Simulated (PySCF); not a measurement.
## Computed χzz against gas-phase spectroscopy

Values to reproduce (atoms as numbered below): 14N at N1: χzz = -4.666 MHz [1].
[1] measured, gas; W. C. Bailey, Calculation of NQCC in Gaseous State Molecules (compilation of microwave values)

Species: C2F3N.
SMILES with atom numbers: `[N:1]#[C:2][C:3]([F:4])([F:5])[F:6]`

Structure used (GFN2-xTB), in Å, numbered top down from 1:
```
atom  x, y, z in Å
N1     2.174   -0.039   -0.043
C2     1.036   -0.018   -0.022
C3    -0.440    0.008    0.004
F4    -0.914    1.093   -0.613
F5    -0.900    0.022    1.258
F6    -0.953   -1.064   -0.605
```

Problem. How do the computed couplings compare?

Solution. PySCF, non-relativistic, all at one geometry, with Q(14N) = 0.02044 b:

```
        level  functions  14N N1 (MHz)  computed/reference − 1 (%)
  B3LYP/pcJ-1        162        -5.240                       +12.3
PBE0/pcSseg-1        102        -5.220                       +11.9
```

Closest here is PBE0/pcSseg-1 (11.9 % unsigned error), furthest B3LYP/pcJ-1 (12.3 %); one molecule doesn't rank methods. Computed values are for fixed nuclei, while measured ones can include vibrational averaging. GFN2-xTB bond lengths can be off by several hundredths of an ångström, more for odd bonds, and the gradients follow them.
